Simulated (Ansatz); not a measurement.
## Ansatz (development build ahead of 0.2.0) run

```yaml
crystal:
  periodic: [false, false, false]
  atoms:
    - { symbol: C, position_ang: [0.0, 0.03147, -0.69531] }
    - { symbol: "N", position_ang: [0.0, 0.07048, 0.75101] }
    - { symbol: H, position_ang: [0.0, -0.97757, -1.15992] }
    - { symbol: H, position_ang: [-0.88194, 0.56591, -1.08329] }
    - { symbol: H, position_ang: [0.88194, 0.56591, -1.08329] }
    - { symbol: H, position_ang: [-0.81272, -0.41819, 1.12063] }
    - { symbol: H, position_ang: [0.81272, -0.41819, 1.12063] }
basis:
  gaussian: { orbitals: cc-pVTZ }
hamiltonian:
  xc: hf
correlation:
  method: mp2
  frozen_orbitals: { C: 1, H: 0, "N": 1 }
```

The input is written out in the form of the current development build from the run's settings.

Results

| Item | Value |
| --- | --- |
| Converged | yes |
| Reference energy | -95.25224 hartree |
| Correlation energy | -0.40482 hartree |
| Total energy | -95.65706 hartree |
| Spin squared of the determinant | 0.000 |
